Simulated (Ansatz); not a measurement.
`OC(O)Cl`, 7 atoms. Total charge 0; spin multiplicity 1. All runs use 2 threads of an Arm Neoverse V2 on a shared host. Correlated methods freeze the cores.

(1) How many basis functions does each run have, and how long does it take in Ansatz? RKS ωB97M-V/def2-QZVPP energy; direct RPA on PBE orbitals/def2-TZVPP energy; RKS PBE0-D4/def2-QZVPP energy; RKS ωB97M-V/def2-SVP energy; RKS CAM-B3LYP-D4/def2-TZVPP energy; RKS r2SCANh-D4/def2-TZVPP energy; RKS r2SCAN-D4/def2-TZVPP energy and forces; RHF-CCSD(T)/def2-SVP energy; RHF-CCSD(T)/def2-TZVPP energy; RKS PBE0-D4/def2-TZVPP energy; RKS PBE0-D4/def2-TZVP relaxation (6 steps); RHF-MP2/def2-QZVPP energy. (Best estimate.)

Results:

(1) The calculation gave: Other jobs shared the machine, so times are rough.

```json
{"level": "RHF-CCSD(T)/def2-SVP", "job": "energy", "functions": "75", "wall time": "1.8 s", "peak host memory (GiB)": "0.36"}
{"level": "RKS PBE0-D4/def2-TZVPP", "job": "energy", "functions": "177", "wall time": "2.1 s", "peak host memory (GiB)": "0.34"}
{"level": "RKS CAM-B3LYP-D4/def2-TZVPP", "job": "energy", "functions": "177", "wall time": "2.4 s", "peak host memory (GiB)": "0.4"}
{"level": "direct RPA on PBE orbitals/def2-TZVPP", "job": "energy", "functions": "177", "wall time": "3.2 s", "peak host memory (GiB)": "0.36"}
{"level": "RKS r2SCAN-D4/def2-TZVPP", "job": "energy and forces", "functions": "177", "wall time": "3.7 s", "peak host memory (GiB)": "0.18"}
{"level": "RKS ωB97M-V/def2-SVP", "job": "energy", "functions": "75", "wall time": "3.8 s", "peak host memory (GiB)": "0.36"}
{"level": "RKS r2SCANh-D4/def2-TZVPP", "job": "energy", "functions": "177", "wall time": "4 s", "peak host memory (GiB)": "0.36"}
{"level": "RKS PBE0-D4/def2-QZVPP", "job": "energy", "functions": "331", "wall time": "4.7 s", "peak host memory (GiB)": "0.76"}
{"level": "RHF-MP2/def2-QZVPP", "job": "energy", "functions": "331", "wall time": "12 s", "peak host memory (GiB)": "1.3"}
{"level": "RKS ωB97M-V/def2-QZVPP", "job": "energy", "functions": "331", "wall time": "12 s", "peak host memory (GiB)": "0.93"}
{"level": "RKS PBE0-D4/def2-TZVP", "job": "relaxation (6 steps)", "functions": "148", "wall time": "17 s", "peak host memory (GiB)": "0.27"}
{"level": "RHF-CCSD(T)/def2-TZVPP", "job": "energy", "functions": "177", "wall time": "44 s", "peak host memory (GiB)": "1.7"}
```
